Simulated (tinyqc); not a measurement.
Inside a calculation. Method: extended Hueckel theory, for CH4. Computed by tinyqc, a small Python program that keeps every step (integrals from PySCF). Settings: charge = 0, K = 1.75, weighted = 1, multiplicity = 1. Command: `OMP_NUM_THREADS=1 python tinyqc.py 24528 24529 out.jsonl` (the two numbers bound the seeds that draw the settings). One thread of a shared host (Intel(R) Xeon(R) Processor @ 2.60GHz), about 0.01 s of CPU time with the checks.

## Overlaps

Geometry (angstrom):
```
atom         x         y         z
C      0.00000   0.00000   0.00000
H      0.64000   0.64000   0.64000
H      0.64000  -0.64000  -0.64000
H     -0.64000   0.64000  -0.64000
H     -0.64000  -0.64000   0.64000
```

Parameters chosen for this run:
```
element  shell  Slater exponent  H_ii (eV)
H           1s          1.30000  -13.60000
C           2s          1.62500  -21.40000
C           2p          1.62500  -11.40000
```

Slater orbitals, each expanded in six Gaussians scaled to its exponent.

overlap S:
```
          1C 2s    1C 2px    1C 2py    1C 2pz    2H 1s     3H 1s     4H 1s     5H 1s
1C 2s   1.00000   0.00000   0.00000   0.00000  0.48199   0.48199   0.48199   0.48199
1C 2px  0.00000   1.00000   0.00000   0.00000  0.28002   0.28002  -0.28002  -0.28002
1C 2py  0.00000   0.00000   1.00000   0.00000  0.28002  -0.28002   0.28002  -0.28002
1C 2pz  0.00000   0.00000   0.00000   1.00000  0.28002  -0.28002  -0.28002   0.28002
2H 1s   0.48199   0.28002   0.28002   0.28002  1.00000   0.14101   0.14101   0.14101
3H 1s   0.48199   0.28002  -0.28002  -0.28002  0.14101   1.00000   0.14101   0.14101
4H 1s   0.48199  -0.28002   0.28002  -0.28002  0.14101   0.14101   1.00000   0.14101
5H 1s   0.48199  -0.28002  -0.28002   0.28002  0.14101   0.14101   0.14101   1.00000
```

## Wolfsberg-Helmholz matrix

diagonal H_ii (eV): 1C 2s -21.40000, 1C 2px -11.40000, 1C 2py -11.40000, 1C 2pz -11.40000, 2H 1s -13.60000, 3H 1s -13.60000, 4H 1s -13.60000, 5H 1s -13.60000

K = 1.75000

H_ij = K' S_ij (H_ii + H_jj)/2 for i != j (the diagonal keeps H_ii), with K' = K + D^2 + D^4 (1 - K), D = (H_ii - H_jj)/(H_ii + H_jj), K = 1.75.

H (eV):
```
            1C 2s     1C 2px     1C 2py     1C 2pz      2H 1s      3H 1s      4H 1s      5H 1s
1C 2s   -21.40000    0.00000    0.00000    0.00000  -15.16420  -15.16420  -15.16420  -15.16420
1C 2px    0.00000  -11.40000    0.00000    0.00000   -6.15236   -6.15236    6.15236    6.15236
1C 2py    0.00000    0.00000  -11.40000    0.00000   -6.15236    6.15236   -6.15236    6.15236
1C 2pz    0.00000    0.00000    0.00000  -11.40000   -6.15236    6.15236    6.15236   -6.15236
2H 1s   -15.16420   -6.15236   -6.15236   -6.15236  -13.60000   -3.35615   -3.35615   -3.35615
3H 1s   -15.16420   -6.15236    6.15236    6.15236   -3.35615  -13.60000   -3.35615   -3.35615
4H 1s   -15.16420    6.15236   -6.15236    6.15236   -3.35615   -3.35615  -13.60000   -3.35615
5H 1s   -15.16420    6.15236    6.15236   -6.15236   -3.35615   -3.35615   -3.35615  -13.60000
```

## Orbitals

valence electrons = 8

Solve H C = S C e through S^(-1/2); fill by pairs from the bottom, a degenerate level sharing its electrons equally; each orbital has its largest coefficient positive (the first on a tie).

orbital energies (eV): -24.85961  -15.55109  -15.55109  -15.55109  4.08297  4.08297  4.08297  33.66922

occupations: 2.00000  2.00000  2.00000  2.00000  0.00000  0.00000  0.00000  0.00000

coefficients:
```
            MO1       MO2       MO3       MO4       MO5       MO6       MO7       MO8
1C 2s   0.63647   0.00000   0.00000   0.00000   0.00000   0.00000   0.00000   1.57377
1C 2px  0.00000  -0.04437   0.27711   0.46054  -0.39480   1.02050   0.29494   0.00000
1C 2py  0.00000  -0.12765   0.44345  -0.27913  -0.78269  -0.06672  -0.81683   0.00000
1C 2pz  0.00000   0.52211   0.13197  -0.02911  -0.71819  -0.48827   0.72805   0.00000
2H 1s   0.17299   0.20209   0.49213   0.08792   1.00576  -0.24698  -0.10938  -0.69019
3H 1s   0.17299  -0.25331  -0.17220   0.44378  -0.58683  -0.83588  -0.20358  -0.69019
4H 1s   0.17299  -0.34947   0.01984  -0.41018  -0.17525   0.31778   0.97613  -0.69019
5H 1s   0.17299   0.40069  -0.33977  -0.12153  -0.24368   0.76508  -0.66317  -0.69019
```

sum of one-electron energies = -143.02578 eV

Within a degenerate level the vectors are fixed only up to a rotation; this is one choice.

## Mulliken analysis

P = C n C^T; charge = valence electrons (H 1, C 4) minus the sum of (P S)_ii on the atom; overlap population = 2 sum P_ij S_ij between two atoms.

charges: 1C -0.10828, 2H 0.02707, 3H 0.02707, 4H 0.02707, 5H 0.02707

Overlap populations:
```
pair      value
2-1    0.776461
3-1    0.776461
3-2   -0.037790
4-1    0.776461
4-2   -0.037790
4-3   -0.037790
5-1    0.776461
5-2   -0.037790
5-3   -0.037790
5-4   -0.037790
```
